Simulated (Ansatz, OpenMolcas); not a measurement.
# How methods differ on BH2F (SMILES [H]B([H])F)

The species is BH2F (4 atoms), meant as a singlet with charge 0. As SMILES, `[H]B([H])F`. The shape is that of a GFN2-xTB optimisation.

```xyz
4

B     0.0300    0.0492    0.0006
H     1.1984   -0.0340    0.0156
H    -0.5783    1.0502   -0.0194
F    -0.6501   -1.0654    0.0032
```

Each level gives the energy change with the B1–F4 bond stretched from 1.306 to 2.611 Å (eV). The values are calculated.

```csv
level,kind,program,value (eV),less FCI/STO-3G,CPU time (all runs)
BLYP/STO-3G (restricted),GGA,Ansatz,7.91,+1.39,0.8 s
r2SCAN/STO-3G (restricted),meta-GGA,Ansatz,8.44,+1.92,1.7 s
PBE0/STO-3G (restricted),global hybrid,OpenMolcas,8.82,+2.30,6.6 s
r2SCAN0/STO-3G (restricted),hybrid meta-GGA,Ansatz,9.04,+2.52,1.7 s
wB97X/STO-3G (restricted),range-separated hybrid,Ansatz,9.07,+2.55,3 s
RPA@PBE/STO-3G (restricted),RPA,Ansatz,7.02,+0.50,1.1 s
MP2/STO-3G (restricted),perturbation theory,Ansatz,8.28,+1.76,0.12 s
"MRCI(2,2)/STO-3G",multireference,OpenMolcas,6.42,-0.10,3.2 s
CISD/STO-3G (restricted),coupled cluster or CI,OpenMolcas,6.77,+0.25,3.2 s
FCI/STO-3G,exact in the basis,Ansatz,6.52,0.00,0.62 s
```

FCI/STO-3G is exact within its basis and frozen core, so for wave-function methods in that basis the difference is their error; functionals converge differently with the basis, so for them it is only a difference. The first shape isn't each level's own minimum. The values span 6.42 to 9.07 eV. All rows use very small basis sets, so none should be taken for the real molecule's value. Times are those of the runs behind each value, whatever else they computed, on shared processors of several kinds: orders of magnitude only.
